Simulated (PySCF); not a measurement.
**Stretching OH**

Set-up: PySCF, no relativity, basis sets H cc-pVDZ, O cc-pVDZ. Energies in eV from H + O in their ground configurations at the same level. State: ²Π (doublet), unpaired electrons π ↑.

All columns are PBE0. A positive dipole means H(−)O(+).

| R (Å) | E (eV) | μ (D) | Mulliken charge on H (basis-dependent) | HOMO (eV) | LUMO (eV) | Mayer bond order | ⟨S²⟩ |
| --- | --- | --- | --- | --- | --- | --- | --- |
| 0.843 | -3.719 | -1.62 | 0.10 | -8.61 | -3.59 | 1.09 | 0.75 |
| 0.882 | -4.054 | -1.64 | 0.12 | -8.55 | -3.53 | 1.07 | 0.75 |
| 0.921 | -4.246 | -1.66 | 0.14 | -8.49 | -3.48 | 1.05 | 0.75 |
| 0.951 | -4.317 | -1.68 | 0.16 | -8.45 | -3.44 | 1.03 | 0.75 |
| 0.980 | -4.338 | -1.69 | 0.17 | -8.42 | -3.40 | 1.02 | 0.75 |
| 1.009 | -4.318 | -1.70 | 0.19 | -8.39 | -3.37 | 1.01 | 0.75 |
| 1.049 | -4.239 | -1.72 | 0.20 | -8.35 | -3.33 | 1.00 | 0.75 |
| 1.098 | -4.079 | -1.73 | 0.21 | -8.31 | -3.28 | 0.98 | 0.75 |
| 1.156 | -3.822 | -1.75 | 0.23 | -8.27 | -3.24 | 0.97 | 0.75 |
| 1.235 | -3.415 | -1.76 | 0.24 | -8.23 | -3.19 | 0.95 | 0.76 |

A fit through these points gives, at Re = 0.979 Å, μ = -1.69 D and dμ/dR = -0.436 D/Å; the reduced mass is 0.9481 u.

Question: How strong is the fundamental in the double-harmonic approximation, I = 42.26·(dμ/dR)²/μred km/mol?

Answer: I = 42.26·(-0.436)²/0.9481 = 8.47 km/mol at PBE0.

The state was picked by a PBE0 search and need not be the measured ground state.
